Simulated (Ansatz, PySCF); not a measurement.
Process, species as SMILES: [SiH3] (SiH3) -> [SiH3] (SiH3) as singlet, charge +1 + e-
Geometries: B3LYP-D3(BJ)/def2-TZVP minima from Ansatz (an electronic-structure program).

Property: adiabatic ionisation energy (0 K, with B3LYP-D3(BJ) harmonic zero-point energies from PySCF), in eV. Valence correlation only, unless marked. Open shells are spin-unrestricted. No spin-orbit coupling. Non-relativistic. Basis-set limits of correlation are two-point, X^-3; Hartree-Fock from the larger set.

```csv
level,program,adiabatic ionisation energy (eV)
HF-D4/def2-TZVPD,PySCF + dftd4,___
TPSS-D3(BJ)/def2-TZVPD,PySCF + dftd3,8.22
r2SCAN/def2-TZVPD,Ansatz,___
B3LYP/def2-TZVPD,Ansatz,___
PW6B95-D3(BJ)/def2-TZVPD,PySCF + dftd3,8.16
PW6B95/def2-TZVPD,PySCF,8.16
"CCSD(T)/CBS(def2-TZVPPD,def2-QZVPPD)",Ansatz,8.11
```

Some entries are withheld; supply them.


- HF-D4/def2-TZVPD, adiabatic ionisation energy (eV): 7.67
- r2SCAN/def2-TZVPD, adiabatic ionisation energy (eV): 8.35
- B3LYP/def2-TZVPD, adiabatic ionisation energy (eV): 8.18
